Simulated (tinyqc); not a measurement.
Inside a calculation (part 1 of 3). Method: UHF in the sto-6g basis, for OH+, spin multiplicity 3. Computed by tinyqc, a small Python program that keeps every step (integrals from PySCF). Settings: charge = 1, multiplicity = 3, basis = sto-6g, energy threshold = 1e-09, iteration cap = 83, orthogonalisation = canonical, start = core, DIIS depth = 4, method = UHF. Command: `OMP_NUM_THREADS=1 python tinyqc.py 22457 22458 out.jsonl` (the two numbers bound the seeds that draw the settings). One thread of a shared host (Intel(R) Xeon(R) Processor @ 2.60GHz), about 0.1 s of CPU time with the checks. Later iterations appear only in the table of the cycle.

## One-electron integrals

Geometry (angstrom):
```
atom         x         y         z
O     0.000000  0.000000  0.000000
H     0.000000  0.000000  1.540000
```

Basis sto-6g: exponents (1/bohr^2) and contraction coefficients of normalised primitives:
```
element  l (shell)     exponent  coefficient
O            s (1)  1355.584234     0.009164
O            s (1)   248.544885     0.049361
O            s (1)    69.533902     0.168538
O            s (1)    23.886772     0.370563
O            s (1)     9.275933     0.416492
O            s (1)     3.820341     0.130334
O            s (2)    52.187762    -0.013253
O            s (2)    10.329320    -0.046992
O            s (2)     3.210345    -0.033785
O            s (2)     1.235135     0.250242
O            s (2)     0.536420     0.595117
O            s (2)     0.245881     0.240706
O            p (3)    52.187762     0.003760
O            p (3)    10.329320     0.037679
O            p (3)     3.210345     0.173897
O            p (3)     1.235135     0.418036
O            p (3)     0.536420     0.425860
O            p (3)     0.245881     0.101708
H            s (1)    35.523221     0.009164
H            s (1)     6.513144     0.049361
H            s (1)     1.822143     0.168538
H            s (1)     0.625955     0.370563
H            s (1)     0.243077     0.416492
H            s (1)     0.100112     0.130334
```

Overlap, kinetic and nuclear-attraction integrals over the contracted functions; the nuclear repulsion is the sum of Za Zb / Rab.

nuclear repulsion = 2.74897252 hartree

overlap S:
```
           1O 1s     1O 2s    1O 2px    1O 2py    1O 2pz     2H 1s
1O 1s   1.000000  0.231145  0.000000  0.000000  0.000000  0.014412
1O 2s   0.231145  1.000000  0.000000  0.000000  0.000000  0.188169
1O 2px  0.000000  0.000000  1.000000  0.000000  0.000000  0.000000
1O 2py  0.000000  0.000000  0.000000  1.000000  0.000000  0.000000
1O 2pz  0.000000  0.000000  0.000000  0.000000  1.000000  0.185344
2H 1s   0.014412  0.188169  0.000000  0.000000  0.185344  1.000000
```

kinetic energy T (hartree):
```
            1O 1s      1O 2s    1O 2px    1O 2py    1O 2pz      2H 1s
1O 1s   29.327197  -0.896024  0.000000  0.000000  0.000000  -0.004691
1O 2s   -0.896024   0.842618  0.000000  0.000000  0.000000  -0.009194
1O 2px   0.000000   0.000000  2.531309  0.000000  0.000000   0.000000
1O 2py   0.000000   0.000000  0.000000  2.531309  0.000000   0.000000
1O 2pz   0.000000   0.000000  0.000000  0.000000  2.531309   0.029619
2H 1s   -0.004691  -0.009194  0.000000  0.000000  0.029619   0.768522
```

nuclear attraction V (hartree):
```
             1O 1s      1O 2s     1O 2px     1O 2py     1O 2pz      2H 1s
1O 1s   -61.601937  -6.230708   0.000000   0.000000  -0.006345  -0.442675
1O 2s    -6.230708  -9.343858   0.000000   0.000000  -0.075563  -1.194984
1O 2px    0.000000   0.000000  -9.331546   0.000000   0.000000   0.000000
1O 2py    0.000000   0.000000   0.000000  -9.331546   0.000000   0.000000
1O 2pz   -0.006345  -0.075563   0.000000   0.000000  -9.367287  -1.025640
2H 1s    -0.442675  -1.194984   0.000000   0.000000  -1.025640  -3.979238
```

core Hamiltonian H = T + V (hartree):
```
             1O 1s      1O 2s     1O 2px     1O 2py     1O 2pz      2H 1s
1O 1s   -32.274740  -7.126732   0.000000   0.000000  -0.006345  -0.447365
1O 2s    -7.126732  -8.501240   0.000000   0.000000  -0.075563  -1.204178
1O 2px    0.000000   0.000000  -6.800238   0.000000   0.000000   0.000000
1O 2py    0.000000   0.000000   0.000000  -6.800238   0.000000   0.000000
1O 2pz   -0.006345  -0.075563   0.000000   0.000000  -6.835979  -0.996021
2H 1s    -0.447365  -1.204178   0.000000   0.000000  -0.996021  -3.210716
```

## Two-electron integrals

Functions are numbered as in S; the eight-fold symmetry (ij|kl) = (ji|kl) = (kl|ij) leaves the list below.

Two-electron integrals (ij|kl) in chemists' order, unique and non-zero (hartree):
```
(11|11) 4.787491   (21|11) 0.675884   (21|21) 0.121505   (22|11) 1.117379
(22|21) 0.249212   (22|22) 0.817383   (31|31) 0.025762   (32|31) 0.039145
(32|32) 0.180664   (33|11) 1.117381   (33|21) 0.249212   (33|22) 0.817382
(33|33) 0.880663   (41|41) 0.025762   (42|41) 0.039145   (42|42) 0.180664
(43|43) 0.047461   (44|11) 1.117381   (44|21) 0.249212   (44|22) 0.817382
(44|33) 0.785741   (44|44) 0.880663   (51|51) 0.025762   (52|51) 0.039145
(52|52) 0.180664   (53|53) 0.047461   (54|54) 0.047461   (55|11) 1.117381
(55|21) 0.249212   (55|22) 0.817382   (55|33) 0.785741   (55|44) 0.785741
(55|55) 0.880663   (61|11) 0.044661   (61|21) 0.007710   (61|22) 0.015516
(61|33) 0.015485   (61|44) 0.015485   (61|51) 0.000377   (61|52) 0.000746
(61|55) 0.015578   (61|61) 0.000498   (62|11) 0.135147   (62|21) 0.030695
(62|22) 0.115021   (62|33) 0.113019   (62|44) 0.113019   (62|51) 0.002455
(62|52) 0.019758   (62|55) 0.119025   (62|61) 0.001966   (62|62) 0.022436
(63|31) 0.003033   (63|32) 0.018234   (63|53) 0.003878   (63|63) 0.002784
(64|41) 0.003033   (64|42) 0.018234   (64|54) 0.003878   (64|64) 0.002784
(65|11) 0.110764   (65|21) 0.025463   (65|22) 0.101469   (65|33) 0.097340
(65|44) 0.097340   (65|51) 0.004692   (65|52) 0.033661   (65|55) 0.109726
(65|61) 0.001688   (65|62) 0.023998   (65|65) 0.028039   (66|11) 0.342410
(66|21) 0.079110   (66|22) 0.339887   (66|33) 0.329888   (66|44) 0.329888
(66|51) 0.006161   (66|52) 0.070766   (66|55) 0.359882   (66|61) 0.005075
(66|62) 0.094401   (66|65) 0.114123   (66|66) 0.774999
```

## Orthogonalisation

S = U s U^T; canonical form X = U s^(-1/2), so that X^T S X = 1. Each column of U has its largest component positive (the first on a tie).

eigenvalues of S: 0.681648  0.861053  1.000000  1.000000  1.124784  1.332515

X:
```
                1          2          3         4          5         6
1O 1s   -0.533953   0.604136   0.000000  0.000000  -0.497623  0.399680
1O 2s    0.776409  -0.332184   0.000000  0.000000  -0.294576  0.545473
1O 2px   0.000000   0.000000  -0.240384  0.970678   0.000000  0.000000
1O 2py   0.000000   0.000000   0.970678  0.240384   0.000000  0.000000
1O 2pz   0.382888   0.662726   0.000000  0.000000   0.617786  0.263621
2H 1s   -0.657658  -0.496826   0.000000  0.000000   0.415928  0.472947
```

Within a degenerate level the vectors are fixed only up to a rotation; this is one choice.

## Starting guess

The start is the orbitals of the core Hamiltonian; D(s) = C_occ C_occ^T for each spin.

D(alpha) at the start:
```
            1O 1s      1O 2s    1O 2px    1O 2py     1O 2pz      2H 1s
1O 1s    1.057216  -0.248532  0.000000  0.000000  -0.004351   0.016969
1O 2s   -0.248532   1.079064  0.000000  0.000000   0.023482  -0.070085
1O 2px   0.000000   0.000000  1.000000  0.000000   0.000000   0.000000
1O 2py   0.000000   0.000000  0.000000  1.000000   0.000000   0.000000
1O 2pz  -0.004351   0.023482  0.000000  0.000000   1.023978  -0.081824
2H 1s    0.016969  -0.070085  0.000000  0.000000  -0.081824   0.010853
```

D(beta) at the start:
```
            1O 1s      1O 2s    1O 2px    1O 2py     1O 2pz      2H 1s
1O 1s    1.057216  -0.248532  0.000000  0.000000  -0.004351   0.016969
1O 2s   -0.248532   1.079064  0.000000  0.000000   0.023482  -0.070085
1O 2px   0.000000   0.000000  0.000000  0.000000   0.000000   0.000000
1O 2py   0.000000   0.000000  0.000000  0.000000   0.000000   0.000000
1O 2pz  -0.004351   0.023482  0.000000  0.000000   1.023978  -0.081824
2H 1s    0.016969  -0.070085  0.000000  0.000000  -0.081824   0.010853
```

## Iteration 1: building the Fock matrix

J_ij = sum D_kl (ij|kl) with D = D(alpha) + D(beta), K_ij = sum D_kl (ik|jl) for each spin; F = H + J - K(s); E = tr D H + tr D J / 2 - 0.5 sum_s tr D(s) K(s) + E_nn.

Coulomb J (hartree):
```
            1O 1s     1O 2s    1O 2px    1O 2py    1O 2pz     2H 1s
1O 1s   16.321794  2.840255  0.000000  0.000000  0.001164  0.182229
1O 2s    2.840255  7.130593  0.000000  0.000000  0.001319  0.963121
1O 2px   0.000000  0.000000  7.099128  0.000000  0.000000  0.000000
1O 2py   0.000000  0.000000  0.000000  7.099128  0.000000  0.000000
1O 2pz   0.001164  0.001319  0.000000  0.000000  7.193522  0.837034
2H 1s    0.182229  0.963121  0.000000  0.000000  0.837034  2.735567
```

exchange K(alpha) (hartree):
```
           1O 1s     1O 2s    1O 2px    1O 2py    1O 2pz     2H 1s
1O 1s   4.934850  0.792887  0.000000  0.000000  0.000207  0.055427
1O 2s   0.792887  1.414845  0.000000  0.000000  0.001926  0.163703
1O 2px  0.000000  0.000000  1.176393  0.000000  0.000000  0.000000
1O 2py  0.000000  0.000000  0.000000  1.176393  0.000000  0.000000
1O 2pz  0.000207  0.001926  0.000000  0.000000  1.177218  0.107524
2H 1s   0.055427  0.163703  0.000000  0.000000  0.107524  0.035826
```

exchange K(beta) (hartree):
```
           1O 1s     1O 2s    1O 2px    1O 2py    1O 2pz     2H 1s
1O 1s   4.883326  0.714598  0.000000  0.000000  0.000207  0.049360
1O 2s   0.714598  1.053516  0.000000  0.000000  0.001926  0.127235
1O 2px  0.000000  0.000000  0.248269  0.000000  0.000000  0.000000
1O 2py  0.000000  0.000000  0.000000  0.248269  0.000000  0.000000
1O 2pz  0.000207  0.001926  0.000000  0.000000  1.082295  0.099767
2H 1s   0.049360  0.127235  0.000000  0.000000  0.099767  0.030259
```

F(alpha) (hartree):
```
             1O 1s      1O 2s     1O 2px     1O 2py     1O 2pz      2H 1s
1O 1s   -20.887795  -5.079364   0.000000   0.000000  -0.005388  -0.320563
1O 2s    -5.079364  -2.785491   0.000000   0.000000  -0.076170  -0.404760
1O 2px    0.000000   0.000000  -0.877502   0.000000   0.000000   0.000000
1O 2py    0.000000   0.000000   0.000000  -0.877502   0.000000   0.000000
1O 2pz   -0.005388  -0.076170   0.000000   0.000000  -0.819674  -0.266511
2H 1s    -0.320563  -0.404760   0.000000   0.000000  -0.266511  -0.510975
```

F(beta) (hartree):
```
             1O 1s      1O 2s    1O 2px    1O 2py     1O 2pz      2H 1s
1O 1s   -20.836271  -5.001075  0.000000  0.000000  -0.005388  -0.314496
1O 2s    -5.001075  -2.424163  0.000000  0.000000  -0.076170  -0.368292
1O 2px    0.000000   0.000000  0.050622  0.000000   0.000000   0.000000
1O 2py    0.000000   0.000000  0.000000  0.050622   0.000000   0.000000
1O 2pz   -0.005388  -0.076170  0.000000  0.000000  -0.724751  -0.258754
2H 1s    -0.314496  -0.368292  0.000000  0.000000  -0.258754  -0.505407
```

total energy of this density = -74.47725816 hartree

## Iteration 1: diagonalisation and new density

Diagonalise F' = X^T F X, C = X C', fill 5 alpha and 3 beta electrons from the bottom; D(s) = C_occ C_occ^T. Each column has its largest component positive (the first on a tie).

F' = X^T F X (alpha) (hartree):
```
           1          2          3          4          5          6
1  -3.484711   4.046052   0.000000   0.000000  -4.005696   3.385545
2   4.046052  -6.114888   0.000000   0.000000   5.716773  -5.487927
3   0.000000   0.000000  -0.877502   0.000000   0.000000   0.000000
4   0.000000   0.000000   0.000000  -0.877502   0.000000   0.000000
5  -4.005696   5.716773   0.000000   0.000000  -7.178555   6.203966
6   3.385545  -5.487927   0.000000   0.000000   6.203966  -6.971047
```

orbital energies (alpha) (hartree): MO1 -20.891310, MO2 -1.645071, MO3 -0.877502, MO4 -0.877502, MO5 -0.836419, MO6 -0.376399

coefficients C (alpha):
```
              MO1        MO2        MO3       MO4        MO5        MO6
1O 1s    0.996673  -0.249280   0.000000  0.000000   0.031444   0.031204
1O 2s    0.014099   1.019598   0.000000  0.000000  -0.144993  -0.191499
1O 2px   0.000000   0.000000  -0.127621  0.991823   0.000000   0.000000
1O 2py   0.000000   0.000000   0.991823  0.127621   0.000000   0.000000
1O 2pz   0.000607   0.091663   0.000000  0.000000   0.925073  -0.415694
2H 1s   -0.001595   0.017244   0.000000  0.000000   0.236494   1.009849
```

F' = X^T F X (beta) (hartree):
```
           1          2         3         4          5          6
1  -3.337684   4.000997  0.000000  0.000000  -4.054086   3.534159
2   4.000997  -6.041283  0.000000  0.000000   5.776443  -5.523945
3   0.000000   0.000000  0.050622  0.000000   0.000000   0.000000
4   0.000000   0.000000  0.000000  0.050622   0.000000   0.000000
5  -4.054086   5.776443  0.000000  0.000000  -7.081759   6.127635
6   3.534159  -5.523945  0.000000  0.000000   6.127635  -6.790284
```

orbital energies (beta) (hartree): MO1 -20.838147, MO2 -1.306694, MO3 -0.746679, MO4 -0.359489, MO5 0.050622, MO6 0.050622

coefficients C (beta):
```
              MO1        MO2        MO3        MO4       MO5        MO6
1O 1s    0.997606  -0.242158   0.047680   0.036434  0.000000   0.000000
1O 2s    0.010223   1.002097  -0.218118  -0.213527  0.000000   0.000000
1O 2px   0.000000   0.000000   0.000000   0.000000  0.014602   0.999893
1O 2py   0.000000   0.000000   0.000000   0.000000  0.999893  -0.014602
1O 2pz   0.000518   0.130814   0.889881  -0.477454  0.000000   0.000000
2H 1s   -0.001182   0.066443   0.298020   0.991359  0.000000   0.000000
```

D(alpha) after iteration 1:
```
            1O 1s      1O 2s    1O 2px    1O 2py     1O 2pz      2H 1s
1O 1s    1.056486  -0.244672  0.000000  0.000000   0.006844   0.001549
1O 2s   -0.244672   1.060801  0.000000  0.000000  -0.040661  -0.016731
1O 2px   0.000000   0.000000  1.000000  0.000000   0.000000   0.000000
1O 2py   0.000000   0.000000  0.000000  1.000000   0.000000   0.000000
1O 2pz   0.006844  -0.040661  0.000000  0.000000   0.864162   0.220354
2H 1s    0.001549  -0.016731  0.000000  0.000000   0.220354   0.056229
```

D(beta) after iteration 1:
```
            1O 1s      1O 2s    1O 2px    1O 2py     1O 2pz      2H 1s
1O 1s    1.056132  -0.242867  0.000000  0.000000   0.011268  -0.003060
1O 2s   -0.242867   1.051879  0.000000  0.000000  -0.063006   0.001566
1O 2px   0.000000   0.000000  0.000000  0.000000   0.000000   0.000000
1O 2py   0.000000   0.000000  0.000000  0.000000   0.000000   0.000000
1O 2pz   0.011268  -0.063006  0.000000  0.000000   0.809001   0.273894
2H 1s   -0.003060   0.001566  0.000000  0.000000   0.273894   0.093232
```

Within a degenerate level the vectors are fixed only up to a rotation; this is one choice.

## Iteration 2: building the Fock matrix

As before.

Coulomb J (hartree):
```
            1O 1s     1O 2s    1O 2px    1O 2py     1O 2pz     2H 1s
1O 1s   16.076521  2.787351  0.000000  0.000000  -0.001700  0.178872
1O 2s    2.787351  6.994406  0.000000  0.000000   0.007210  0.956910
1O 2px   0.000000  0.000000  6.967592  0.000000   0.000000  0.000000
1O 2py   0.000000  0.000000  0.000000  6.967592   0.000000  0.000000
1O 2pz  -0.001700  0.007210  0.000000  0.000000   7.048034  0.839047
2H 1s    0.178872  0.956910  0.000000  0.000000   0.839047  2.837549
```

exchange K(alpha) (hartree):
```
           1O 1s      1O 2s    1O 2px    1O 2py     1O 2pz     2H 1s
1O 1s   4.929930   0.787687  0.000000  0.000000   0.000393  0.055728
1O 2s   0.787687   1.397165  0.000000  0.000000  -0.005599  0.199913
1O 2px  0.000000   0.000000  1.170114  0.000000   0.000000  0.000000
1O 2py  0.000000   0.000000  0.000000  1.170114   0.000000  0.000000
1O 2pz  0.000393  -0.005599  0.000000  0.000000   1.104491  0.207407
2H 1s   0.055728   0.199913  0.000000  0.000000   0.207407  0.141964
```

exchange K(beta) (hartree):
```
           1O 1s      1O 2s    1O 2px    1O 2py     1O 2pz     2H 1s
1O 1s   4.876575   0.707443  0.000000  0.000000   0.000123  0.049750
1O 2s   0.707443   1.026307  0.000000  0.000000  -0.015472  0.172873
1O 2px  0.000000   0.000000  0.239050  0.000000   0.000000  0.000000
1O 2py  0.000000   0.000000  0.000000  0.239050   0.000000  0.000000
1O 2pz  0.000123  -0.015472  0.000000  0.000000   0.973486  0.216795
2H 1s   0.049750   0.172873  0.000000  0.000000   0.216795  0.177904
```

F(alpha) (hartree):
```
             1O 1s      1O 2s     1O 2px     1O 2py     1O 2pz      2H 1s
1O 1s   -21.128149  -5.127068   0.000000   0.000000  -0.008438  -0.324222
1O 2s    -5.127068  -2.903999   0.000000   0.000000  -0.062754  -0.447182
1O 2px    0.000000   0.000000  -1.002760   0.000000   0.000000   0.000000
1O 2py    0.000000   0.000000   0.000000  -1.002760   0.000000   0.000000
1O 2pz   -0.008438  -0.062754   0.000000   0.000000  -0.892435  -0.364381
2H 1s    -0.324222  -0.447182   0.000000   0.000000  -0.364381  -0.515130
```

F(beta) (hartree):
```
             1O 1s      1O 2s     1O 2px     1O 2py     1O 2pz      2H 1s
1O 1s   -21.074794  -5.046823   0.000000   0.000000  -0.008168  -0.318244
1O 2s    -5.046823  -2.533141   0.000000   0.000000  -0.052882  -0.420142
1O 2px    0.000000   0.000000  -0.071696   0.000000   0.000000   0.000000
1O 2py    0.000000   0.000000   0.000000  -0.071696   0.000000   0.000000
1O 2pz   -0.008168  -0.052882   0.000000   0.000000  -0.761431  -0.373769
2H 1s    -0.318244  -0.420142   0.000000   0.000000  -0.373769  -0.551070
```

total energy of this density = -74.66166803 hartree

## Iteration 2: DIIS over 2 matrices

error matrix X^T (FDS - SDF) X (alpha):
```
           1          2         3         4          5         6
1   0.000000  -0.005261  0.000000  0.000000   0.029259  0.037106
2   0.005261   0.000000  0.000000  0.000000   0.024180  0.030067
3   0.000000   0.000000  0.000000  0.000000   0.000000  0.000000
4   0.000000   0.000000  0.000000  0.000000   0.000000  0.000000
5  -0.029259  -0.024180  0.000000  0.000000   0.000000  0.003329
6  -0.037106  -0.030067  0.000000  0.000000  -0.003329  0.000000
```

B (overlaps of the stored error matrices):
```
               1              2
1  1.2253617e-01  5.1833108e-02
2  5.1833108e-02  2.4433004e-02
```

Minimise |sum c_i e_i|^2 with sum c_i = 1: solve [B -1; -1 0][c; lambda] = [0; -1] with B_ij = tr e_i^T e_j summed over both spins, and take F = sum c_i F_i.

DIIS coefficients: -0.632754  1.632754

extrapolated F(alpha) (hartree):
```
             1O 1s      1O 2s     1O 2px     1O 2py     1O 2pz      2H 1s
1O 1s   -21.280233  -5.157253   0.000000   0.000000  -0.010368  -0.326537
1O 2s    -5.157253  -2.978985   0.000000   0.000000  -0.054265  -0.474024
1O 2px    0.000000   0.000000  -1.082017   0.000000   0.000000   0.000000
1O 2py    0.000000   0.000000   0.000000  -1.082017   0.000000   0.000000
1O 2pz   -0.010368  -0.054265   0.000000   0.000000  -0.938475  -0.426309
2H 1s    -0.326537  -0.474024   0.000000   0.000000  -0.426309  -0.517760
```

extrapolated F(beta) (hartree):
```
             1O 1s      1O 2s     1O 2px     1O 2py     1O 2pz      2H 1s
1O 1s   -21.225720  -5.075771   0.000000   0.000000  -0.009927  -0.320615
1O 2s    -5.075771  -2.602097   0.000000   0.000000  -0.038146  -0.452949
1O 2px    0.000000   0.000000  -0.149092   0.000000   0.000000   0.000000
1O 2py    0.000000   0.000000   0.000000  -0.149092   0.000000   0.000000
1O 2pz   -0.009927  -0.038146   0.000000   0.000000  -0.784640  -0.446546
2H 1s    -0.320615  -0.452949   0.000000   0.000000  -0.446546  -0.579964
```
